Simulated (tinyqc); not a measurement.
Pariser-Parr-Pople SCF with singles CI, for the molecule c1ccoc1 (SMILES; centres numbered as the heavy atoms are written), step by step. One step of it, computed by the program tinyqc.

Task: Iteration 3: Fock matrix. F_rr = H_rr + P_rr gamma_rr / 2 + sum_(s != r) P_ss gamma_rs; F_rs = H_rs - P_rs gamma_rs / 2; E = tr P (H + F) / 2 + core repulsion sum_(r<s) z_r z_s gamma_rs.

P after iteration 2:
```
           1C         2C         3C         4O         5C
1C   1.009138   0.523133  -0.023390  -0.171732   0.834392
2C   0.523133   1.009153   0.834399  -0.171691  -0.023415
3C  -0.023390   0.834399   1.053864   0.297731  -0.460093
4O  -0.171732  -0.171691   0.297731   1.873921   0.297739
5C   0.834392  -0.023415  -0.460093   0.297739   1.053925
```

core matrix H (eV):
```
            1C          2C          3C          4O          5C
1C  -42.426892   -2.520000    0.000000    0.000000   -2.520000
2C   -2.520000  -42.425234   -2.520000    0.000000    0.000000
3C    0.000000   -2.520000  -45.685483   -2.200000    0.000000
4O    0.000000    0.000000   -2.200000  -66.142104   -2.200000
5C   -2.520000    0.000000    0.000000   -2.200000  -45.684143
```

repulsion gamma_rs (eV):
```
           1C         2C         3C         4O         5C
1C  11.420000   7.641544   5.554940   5.874432   7.641544
2C   7.641544  11.420000   7.643662   5.873585   5.552858
3C   5.554940   7.643662  11.420000   8.546328   5.554223
4O   5.874432   5.873585   8.546328  19.300000   8.547759
5C   7.641544   5.552858   5.554223   8.547759  11.420000
```

Centres (angstrom, eV; a flat drawing with bonds scaled to 1.40 angstrom):

| centre | x | y | core charge z | W | gamma_rr |
|---|---|---|---|---|---|
| 1C | 1.191000 | 0.000000 | 1 | 9.840000 | 11.420000 |
| 2C | 0.368000 | 1.133000 | 1 | 9.840000 | 11.420000 |
| 3C | -0.963000 | 0.700000 | 1 | 9.840000 | 11.420000 |
| 4O | -0.963000 | -0.700000 | 2 | 37.300000 | 19.300000 |
| 5C | 0.368000 | -1.133000 | 1 | 9.840000 | 11.420000 |

Give: F; pi energy.

Result:

F (eV):
```
        1C      2C      3C       4O      5C
1C  -4.037  -4.519   0.065    0.504  -5.708
2C  -4.519  -4.037  -5.709    0.504   0.065
3C   0.065  -5.709  -4.480   -3.472   1.278
4O   0.504   0.504  -3.472  -18.188  -3.473
5C  -5.708   0.065   1.278   -3.473  -4.480
```

pi energy = -103.053 eV
